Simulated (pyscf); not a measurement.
This saddle point was located with ωB97X-D3(BJ)/def2-SVP in PySCF.

```
C
H 1 1.0981
H 1 1.0981 2 109.48
H 1 1.0996 2 110.66 3 -120.83
Te 1 2.1426 2 109.33 3 118.86
H 5 2.0492 1 86.06 2 106.55
H 6 0.9224 5 138.07 1 77.77
Te 7 2.0260 6 105.47 5 15.35
H 8 1.6887 7 70.43 6 179.08
```

Surface: singlet, charge 0. Lowest wavenumbers (cm⁻¹): 2322i, 93, 132, 166, 218.

Q: Name the species on either side of this saddle.

A: H₃C–TeH + TeH₂ ⇌ H₃C–Te–TeH + hydrogen (H₂), a four-centre exchange read from left to right: H–Te, H–Te broken and Te–Te, H–H formed. At ωB97M-D3(BJ)/def2-TZVP it lies +58.0 kcal/mol from the left side and +68.3 kcal/mol from the right (each side as separated species at their lowest minima found). On the reactant side the descent ends in a complex (not fully relaxed), 4.7 kcal/mol under the separated species and 58.0 kcal/mol under the saddle at ωB97X-D3(BJ)/def2-TZVP. At ωB97X-D3(BJ)/def2-TZVP the barrier from the zero used here is 53.3 kcal/mol. From the product side, H₃C–Te• + TeH• + H₂ lies, by one bond made or cut, 22.0 kcal/mol under this saddle at ωB97M-D3(BJ)/def2-TZVP. One saddle was located; it need not be the lowest between these sides. One closed-shell reference is unstable to symmetry breaking; treat the single-reference values with care. Elements past Kr carry the def2 core potentials, without spin-orbit coupling.
